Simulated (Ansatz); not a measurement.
## Counterpoise correction, worked out

The pair of NH4⁺ (SMILES [NH4+], atoms 1–5) and HCl (SMILES Cl, atoms 6–7), both closed shells, in one local arrangement (a lower one may exist), relaxed at PBE0-D4/def2-TZVP:

```xyz
7
angstrom
N -0.1116 -0.0321 -0.9852
H -0.4692 0.8715 -1.3010
H -0.0723 -0.0489 0.0575
H 0.8225 -0.1816 -1.3708
H -0.7331 -0.7740 -1.3132
Cl -0.2367 -0.2127 2.2174
H 0.8005 0.3778 2.6952
```

Computed with Ansatz 0.2.0 (basis: def2-TZVPPD); correlated methods freeze the cores.

MP2 total energies in eV:

| system | geometry | basis functions | energy |
| --- | --- | --- | --- |
| pair | pair | all | -14071.37973 |
| NH4⁺ | as in the pair | all (partner as ghosts) | -1545.46329 |
| HCl | as in the pair | all (partner as ghosts) | -12525.55683 |
| NH4⁺ | as in the pair | its own | -1545.46090 |
| HCl | as in the pair | its own | -12525.53465 |
| NH4⁺ | free (PBE0-D4 minimum) | its own | -1545.47113 |
| HCl | free (PBE0-D4 minimum) | its own | -12525.53711 |

Q: Work out the interaction energy with and without the counterpoise correction, the superposition error, and the binding energy from the relaxed fragments.

A: Without correction: -14071.37973 − (-1545.46090) − (-12525.53465) = -0.38418 eV.
With correction (each fragment in the whole basis): -14071.37973 − (-1545.46329) − (-12525.55683) = -0.35961 eV = -8.29 kcal/mol.
The superposition error is the difference, 0.02457 eV, 6 % of the uncorrected value: each fragment borrows its partner's functions.
Deformation from the free shapes: 0.01023 eV for NH4⁺ and 0.00246 eV for HCl.
Binding energy from relaxed fragments: -0.35961 + 0.01023 + 0.00246 = -0.34692 eV = -8.00 kcal/mol (electronic, without zero-point energy; negative means bound). For comparison, the corrected interaction energy by CCSD(T) at an estimated basis limit (MP2 extrapolated from triple and quadruple zeta, plus CCSD(T) − MP2 in triple zeta) is -0.373 eV.

The T1 diagnostic stays at or below 0.007.

For scale, one of the runs: CCSD(T)/def2-TZVPPD, 173 basis functions, launched by `ansatz run in.yaml --threads 2 --pin off --events-out ev --progress --plain --max-ram 5222MiB`. Time: 18 s of wall clock on 2 CPU threads of an Arm Neoverse V1; the host was shared. Peak host memory: 1.4 GiB.
